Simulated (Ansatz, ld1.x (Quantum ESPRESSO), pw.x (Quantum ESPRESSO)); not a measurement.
B (Z = 5): does the TM potential hold in the solid?

| Item | Value |
| --- | --- |
| Element | boron |
| Generator | ld1.x (Quantum ESPRESSO) 7.5 |
| Type | norm-conserving Troullier–Martins (Kleinman–Bylander form) |
| Functional | LDA (PW92) |
| Relativity | scalar-relativistic |
| Frozen core | [He] |
| Valence charge | 3 |
| Reference configuration | 2s2 2p1 |
| Partial waves | 2s (bound): rc 1.35 bohr; 2p (bound): rc 2.80 bohr; 3d channel at 0.35 Ry: rc 2.40 bohr |
| Local potential | the d channel |
| Core correction | a·sin(br)/r model core inside 1.00 bohr |

Atomic tests: cutoffs needed: 21 Ry and 55 Ry (the cutoffs (Ry, on a coarse ladder) from which the occupation-weighted sum of valence levels, in a spherical-Bessel basis at the reference potential, stays within 10 and 1 mRy of its value at 400 Ry); ghost test: no extra level below or beside the all-electron valence levels (s, p, d, f tested) (spherical-Bessel basis up to 400 Ry, 20 bohr box); largest excitation error: +236 meV (all-electron minus pseudo) for 2s1 2p0, out of 7 test configurations.

Crystal test: diamond B in pw.x 7.5, no spin, 11³ k-points, Fermi–Dirac smearing 0.01 Ry, cutoffs 70/280 Ry. The lattice is a test structure that the element need not adopt, and mesh and smearing are coarse.

pw.x input:

```
&control
  calculation='scf', prefix='x', pseudo_dir='./', outdir='./tmp', tstress=.true., disk_io='none'
/
&system
  ibrav=0, nat=2, ntyp=1, ecutwfc=70, ecutrho=280, nbnd=10,
  occupations='smearing', smearing='fd', degauss=0.01
/
&electrons
  conv_thr=1e-09, mixing_beta=0.4, electron_maxstep=70
/
ATOMIC_SPECIES
B 1.0 B.UPF
CELL_PARAMETERS angstrom
  0.00000000 2.00183166 2.00183166
  2.00183166 0.00000000 2.00183166
  2.00183166 2.00183166 0.00000000
ATOMIC_POSITIONS crystal
B 0.0000 0.0000 0.0000
B 0.2500 0.2500 0.2500
K_POINTS automatic
11 11 11 0 0 0
```

```bash
pw.x < B.scf.in > B.scf.out
```

Task: How does the run end?

Result: It converges; the pressure is -16.35 GPa against -0.11 GPa from all-electron LAPW. The largest radius (2.80 bohr) exceeds half the bond length (1.64 bohr), so the spheres overlap, which is one possible source of error among others. This is a poor potential for the solid. The log shows:

```
     using ibrav=0 with symmetry is DISCOURAGED, use correct ibrav instead
     lattice parameter (alat)  =       5.3498  a.u.
     unit-cell volume          =     108.2703 (a.u.)^3
     number of electrons       =         6.00
     number of Kohn-Sham states=           10
     kinetic-energy cutoff     =      70.0000  Ry
     charge density cutoff     =     280.0000  Ry
     scf convergence threshold =      1.0E-09
     Exchange-correlation= PW
     number of k points=    56  Fermi-Dirac smearing, width (Ry)=  0.0100
     iteration #  1     ecut=    70.00 Ry     beta= 0.40
     total energy              =     -11.43301181 Ry
     estimated scf accuracy    <       0.04433807 Ry
     iteration #  2     ecut=    70.00 Ry     beta= 0.40
     total energy              =     -11.42903662 Ry
     estimated scf accuracy    <       0.01200024 Ry
     iteration #  3     ecut=    70.00 Ry     beta= 0.40
     total energy              =     -11.42985233 Ry
     estimated scf accuracy    <       0.00006914 Ry
     iteration #  4     ecut=    70.00 Ry     beta= 0.40
     total energy              =     -11.42985675 Ry
     estimated scf accuracy    <       0.00000020 Ry
     iteration #  5     ecut=    70.00 Ry     beta= 0.40
     total energy              =     -11.42985680 Ry
     estimated scf accuracy    <       0.00000002 Ry
     iteration #  6     ecut=    70.00 Ry     beta= 0.40
     the Fermi energy is     6.4783 ev
!    total energy              =     -11.42985680 Ry
     estimated scf accuracy    <          5.2E-12 Ry
     smearing contrib. (-TS)   =      -0.00438913 Ry
     The total energy is F=E-TS. E is the sum of the following terms:
     one-electron contribution =       5.28948518 Ry
     hartree contribution      =       0.56713936 Ry
     xc contribution           =      -4.46626088 Ry
     ewald contribution        =     -12.81583132 Ry
     convergence has been achieved in   6 iterations
          total   stress  (Ry/bohr**3)                   (kbar)     P=     -163.48
     Message from routine punch:
     Nothing written, as per user request (disk_io='none')
```
